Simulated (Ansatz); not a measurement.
**Other spins and charges of H2O⁺, doublet at one geometry**

Geometry (PBE0/def2-TZVP stationary point for this spin, not checked as a minimum):

```xyz
3

O     0.0000   -0.0646    0.0000
H     0.0000    0.5128   -0.8211
H     0.0000    0.5128    0.8211
```

Basis cc-pVTZ; Ansatz 0.2.0. Only valence electrons are correlated (noble-gas cores frozen). R marks a restricted (for open shells ROHF) determinant, U an unrestricted one.

Gaps are energies of the second state less the first, at fixed atoms, for a selection of the levels run; each method lands on the state that its own search finds for that charge and spin.

Quartet less doublet: 12.380 eV at UCCSDT(Q).

```
    level  gap (eV)  error (meV)
     RMP2    12.492          112
    RCCSD    12.381            1
    UCCSD    12.380            0
 RCCSD(T)    12.393           13
   RCCSDT    12.381            1
   UCCSDT    12.380            0
RCCSDT(Q)    12.381            1
   r2SCAN    12.227         -153
    B3LYP    12.303          -77
  wB97M-V    12.361          -19
```

Full CI isn't at hand for all of this; UCCSDT(Q) serves as the reference, and is uncertain by about the last step of the cluster series. The frozen core follows each run's orbitals, which can shift R against U totals by a few meV.
